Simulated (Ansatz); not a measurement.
A run of Ansatz (development build ahead of 0.2.0) on doublet C2H at this shape:

```yaml
atoms:
  - { symbol: H, position_ang: [0.0000, 0.0000, -1.0500] }
  - { symbol: C, position_ang: [0.0000, 0.0000, 0.0000] }
  - { symbol: C, position_ang: [0.0000, 0.0000, 1.7080] }
```

Its results:

- Converged: yes
- Total energy: -76.37102 hartree
- Spin squared of the determinant: 1.081
- Stability test: minimum

Forces (eV/Å):
```tsv
atom	Fx	Fy	Fz
H1	0.000	0.000	-1.539
C2	0.000	0.000	9.676
C3	0.000	0.000	-8.138
```

(1) Which input gives this output? Name the method, the orbitals and the basis set, and write the input.

## Answers

(1) PBE0 (unrestricted) in 6-31G.

```yaml
crystal:
  periodic: [false, false, false]
  atoms:
    - { symbol: H, position_ang: [0.0, 0.0, -1.05] }
    - { symbol: C, position_ang: [0.0, 0.0, 0.0] }
    - { symbol: C, position_ang: [0.0, 0.0, 1.708] }
basis:
  gaussian: { orbitals: "6-31G" }
magnetization:
  spin_polarized: true
  initial_magnetization: 1
hamiltonian:
  xc: pbe0
output:
  forces: true
```

Caution: the unrestricted determinant is spin contaminated.
